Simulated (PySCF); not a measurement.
## Bond curve of AlO

Set-up: PySCF, no relativity, basis sets Al def2-TZVPP, O def2-TZVPP. Energies in eV from Al + O in their ground configurations at the same level. State: ²Σ⁺ (doublet), unpaired electrons σ ↑.

```tsv
R (Å)	PBE0	ωB97M-V
1.396	-3.658	-3.775
1.461	-4.444	-4.568
1.526	-4.866	-4.998
1.574	-5.011	-5.148
1.623	-5.047	-5.192
1.672	-5.003	-5.158
1.737	-4.858	-5.030
1.818	-4.592	-4.791
1.915	-4.213	-4.451
2.045	-3.680	-3.968
```

**Question.** Put a parabola through the three lowest points of the PBE0 curve and estimate Re, k and ωe (reduced mass 10.04 u; 1 eV/Å² = 0.16022 mdyn/Å; ωe = 1302.8·√(k/μ) cm⁻¹).

**Answer.** Through R = 1.574, 1.623, 1.672 Å the second-order coefficient is 16.7 eV/Å², so Re ≈ 1.621 Å, k ≈ 5.34 mdyn/Å and ωe ≈ 950 cm⁻¹. A polynomial fit of higher order to the unrounded PBE0 energies gives Re = 1.618 Å, k = 5.54 mdyn/Å, ωe = 967 cm⁻¹; anharmonicity and rounding make the difference.

The higher-order fit for each curve: PBE0: Re = 1.618 Å, ωe = 967 cm⁻¹, De = 5.05 eV; ωB97M-V: Re = 1.623 Å, ωe = 938 cm⁻¹, De = 5.19 eV.

The state is the lowest determinant that a PBE0 search found; another state may lie lower at other levels.
